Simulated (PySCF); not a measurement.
## BCl and its ions

RHF-CCSD(T); B 6-311G(d,p), Cl 6-311G(d,p); no relativity (PySCF 2.14). Neutral (RHF): singlet (closed shell), Re = 1.724 Å, ωe = 859 cm⁻¹, De = 5.01 eV.

BCl⁺ (UHF): doublet (σ ↑), Re = 1.605 Å, ωe = 1155 cm⁻¹, De = 3.35 eV to B⁺ + Cl. The energies at the minima are -484.37901 hartree for BCl and -484.02110 for BCl⁺.

(1) Work out the adiabatic ionisation energy, without and with harmonic zero-point energies (1 hartree = 27.2114 eV, 1 eV = 8065.5 cm⁻¹), and the change of the bond length.

Correlated steps freeze 6 core orbitals. For an ion De counts to the pair picked by the measured ionisation energies or electron affinities, which need not be the lowest pair at this level. Where the molecule has an RHF reference, its open-shell atoms are computed with UHF. States were picked by a PBE0 search and need not be the measured ground states.

Neutral and ion stand on different kinds of reference determinant, which adds to the error of the difference.

## Answers

(1) At CCSD(T): 0.35791 hartree = 9.739 eV between the minima; the zero-point term (1155.0 − 859.0)/2 cm⁻¹ = +0.018 eV makes it 9.758 eV. Re changes by -11.9 pm against the neutral. The electron leaves a σ orbital, and the shorter bond of the ion fits an antibonding orbital, or a change in how ionic the bond is.
